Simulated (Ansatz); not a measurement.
Basis-set extrapolation for C3H7NO, SMILES `CCC(N)=O` (PBE0-D4/def2-TZVP geometry, frozen core, Ansatz 0.2.0). Multiplicity 1, RHF reference.

|  | def2-TZVPP | def2-QZVPP |
| --- | --- | --- |
| HF | -247.118081 | -247.129589 |
| MP2 correlation | -0.947157 | -1.013288 |
| CCSD(T) correlation | -1.019328 | not run |

Energies in hartree. Use E(X) = E(∞) + A·exp(−7.88·√X) for Hartree–Fock and E(X) = E(∞) + B·X^(−2.97) for correlation, with X = 3 and 4, and add CCSD(T) minus MP2 of the smaller set to the MP2 limit.

Question: What is the CCSD(T) energy at the basis-set limit?

Answer: HF limit: -247.129589 + (-0.011508) × 0.13774 = -247.13117. MP2 limit: -1.013288 + (-0.066131) × 0.74074 = -1.06227. Higher-order term: -1.019328 − (-0.947157) = -0.07217. Total: -248.26561 hartree, 80.4 kcal/mol below CCSD(T)/def2-TZVPP.
